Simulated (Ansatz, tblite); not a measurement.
# (H3Si)2S (Si₂H₆S): charged states by level of theory

One table from this session's results is given with a row withheld; the runs are named, their logs left out.

Computed with Ansatz 0.2.0, Gaussian basis. Level: as each input shows.

Plan: charge +1 doublet, at the geometry of the singlet (PBE0-D4/def2-TZVP, PBE-D4/def2-TZVP, r2SCAN-D4/def2-TZVP, LC-ωPBE(0.10)/def2-TZVP, LC-ωPBE(0.15)/def2-TZVP, LC-ωPBE(0.20)/def2-TZVP, LC-ωPBE(0.30)/def2-TZVP, CCSD(T)/def2-TZVPP); charge +1 doublet, relaxed (PBE0-D4/def2-TZVP, PBE-D4/def2-TZVP); the starting singlet's energies come from earlier runs.

## The geometry

The geometry is that of the singlet, from an earlier relaxation (PBE-D4/def2-TZVP).

9 atoms, charge 0, spin multiplicity 1.

Atoms are counted from 1 here; the program's logs count them from 0.

Bond lengths: Si1–H2 1.495 Å, Si1–H3 1.495 Å, Si1–H4 1.492 Å, Si1–S5 2.151 Å, S5–Si6 2.151 Å, Si6–H7 1.495 Å, Si6–H8 1.495 Å, Si6–H9 1.492 Å. Angles: H2–Si1–H3 108.7°, H2–Si1–H4 110.0°, H2–Si1–S5 111.1°, H3–Si1–H4 110.0°, H3–Si1–S5 111.0°, H4–Si1–S5 106.1°, Si1–S5–Si6 97.7°, S5–Si6–H7 111.0°, S5–Si6–H8 111.0°, S5–Si6–H9 106.1°, H7–Si6–H8 108.7°, H7–Si6–H9 110.0°, H8–Si6–H9 110.0°.

Coordinates:

```
Si    0.9699   -1.2495    0.3541
H     1.5252   -0.4279    1.4730
H     1.7082   -0.9128   -0.9016
H     1.1236   -2.7011    0.6629
S    -1.1411   -0.9100    0.1203
Si   -1.0475    1.1877   -0.3455
H    -0.2582    1.4247   -1.5929
H    -0.4218    1.9581    0.7727
H    -2.4585    1.6308   -0.5428
```

The first run:

in.yaml

```yaml
crystal:
  periodic: [false, false, false]
  atoms:
    - {symbol: Si, position_ang: [0.969888, -1.249465, 0.354106]}
    - {symbol: H, position_ang: [1.525237, -0.427924, 1.472971]}
    - {symbol: H, position_ang: [1.708246, -0.912828, -0.901646]}
    - {symbol: H, position_ang: [1.123617, -2.701088, 0.662860]}
    - {symbol: S, position_ang: [-1.141102, -0.910011, 0.120324]}
    - {symbol: Si, position_ang: [-1.047475, 1.187690, -0.345546]}
    - {symbol: H, position_ang: [-0.258186, 1.424700, -1.592943]}
    - {symbol: H, position_ang: [-0.421769, 1.958109, 0.772666]}
    - {symbol: H, position_ang: [-2.458467, 1.630817, -0.542793]}
basis:
  gaussian: {orbitals: def2-SVP}
total_charge: 1
magnetization: {spin_polarized: true, initial_magnetization: 1}
hamiltonian: {xc: pbe0, dispersion: d4}
output: {orbitals: {seedname: orbitals}}
```

Launch:

```bash
$ ansatz run in.yaml --threads 2 --pin off --events-out ev --progress --plain --max-ram 4352MiB
```

Steps of the session up to this table: Charge +1 doublet at the fixed geometry, first pass, PBE0-D4/def2-SVP; Charge +1 doublet at the fixed geometry, PBE0-D4/def2-TZVP; Charge +1 doublet at the fixed geometry, PBE-D4/def2-TZVP; Charge +1 doublet at the fixed geometry, r2SCAN-D4/def2-TZVP; Charge +1 doublet at the fixed geometry, LC-ωPBE(0.10)/def2-TZVP; Charge +1 doublet at the fixed geometry, LC-ωPBE(0.15)/def2-TZVP; Charge +1 doublet at the fixed geometry, LC-ωPBE(0.20)/def2-TZVP; Charge +1 doublet at the fixed geometry, LC-ωPBE(0.30)/def2-TZVP; Charge +1 doublet at the fixed geometry, CCSD(T)/def2-TZVPP.

One table of the session follows, with a row left open; its other results are not shown here.

It belongs to the step «Vertical ionisation energy». 

| method | vertical ionisation energy (eV) |
| --- | --- |
| HF/def2-TZVPP | 8.67 |
| PBE-D4/def2-TZVP | 9.39 |
| r2SCAN-D4/def2-TZVP | ? |
| PBE0-D4/def2-TZVP | 9.56 |
| MP2/def2-TZVPP | 9.83 |
| CCSD/def2-TZVPP | 9.60 |
| CCSD(T)/def2-TZVPP | 9.67 |

**Question.** Estimate the row for r2SCAN-D4/def2-TZVP.

The run gave: vertical ionisation energy (eV): 9.49. In the column «vertical ionisation energy (eV)» it lies between PBE-D4/def2-TZVP (9.39) and PBE0-D4/def2-TZVP (9.56).
